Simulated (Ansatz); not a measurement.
Molecule (SMILES): N#[C] (C-N), doublet.
Atoms: C1, N2. Bonds: C1-N2.

Basis-set convergence of the highest harmonic wavenumber at B3LYP with Ansatz (a program for electronic structure). Each level at its own minimum, finite differences of forces, unscaled; the reference is a large set that could be run, not a limit. All functions are spherical. Open shells are unrestricted. No added dispersion term, no relativity. Reference: the value in aug-pcseg-3, 2154 cm⁻¹. Deviations are taken from unrounded values.

```tsv
basis	functions	highest harmonic wavenumber (cm⁻¹)	minus reference (cm⁻¹)
def2-SVPD	40	2184	31
aug-pcseg-1	46	2156	3
def2-TZVPPD	74	2154	1
cc-pCVTZ	86	2153	-1
aug-pcseg-2	92	2153	-1
def2-QZVPPD	126	2153	-1
aug-pcseg-3	170	2154	0
```

The smallest set listed that lies within 20 cm⁻¹ of the reference with all its larger relatives (same family, alike in diffuse functions; a set with none counts only in the reference's own line) is aug-pcseg-1 (46 functions, 3 cm⁻¹ off). Inside, with no larger relative to test it: cc-pCVTZ.
